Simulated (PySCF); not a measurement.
## Molecular orbitals of SH

PBE0 at R = 1.355 Å; H def2-SVPD, S def2-SVPD; no relativity (PySCF 2.14). State: ²Π (doublet), unpaired electrons π ↑. Only the outer orbitals are listed, counted within each symmetry.

```tsv
spin	orbital	occ.	ε (eV)	on H (%)	main shells (%)
α	4σ	1	-20.69	8	89 S s, 8 H s
α	5σ	1	-11.64	26	63 S p, 25 H s, 9 S s
α	2π	1	-9.30	0	100 S p
α	2π	1	-7.90	1	99 S p
α	6σ	0	0.09	9	69 S s, 16 H p, 12 S p
α	7σ	0	1.55	2	56 S p, 25 S s, 18 S d
α	8σ	0	1.83	6	71 S p, 16 S s, 11 H p
β	4σ	1	-19.44	14	83 S s, 13 H s
β	5σ	1	-11.25	26	60 S p, 25 H s, 12 S s
β	2π	1	-7.48	2	98 S p
β	2π	0	-4.63	3	97 S p
β	6σ	0	0.30	7	71 S s, 19 H p, 12 S p
β	7σ	0	1.76	-9	101 S p
```

Problem. Which are the highest filled and the lowest empty level, where do they sit, and how wide is the gap?

Solution. Highest filled β 2π at -7.48 eV (in %: 98 S p); lowest empty β 2π at -4.63 eV (in %: 97 S p); the gap at PBE0 is 2.85 eV. Both belong to one degenerate shell, split only by its one-sided filling, so this is no excitation gap.

| Item | Value |
| --- | --- |
| bond order (Mayer) | 1.00 |
| ⟨S²⟩ | 0.754 |
| charge on H (Mulliken, basis-dependent) | 0.22 |
| charge on H (Löwdin, basis-dependent) | -0.33 |
| dipole moment (positive dipole means H(−)S(+)) | -0.83 D |
| polarisability along the bond | 23.4 bohr³ |
| polarisability across the bond | 21.7 bohr³ |

Shares are Mulliken populations and can fall outside 0 to 100 %.

The state is the lowest determinant that a PBE0 search found; another state may lie lower at other levels.
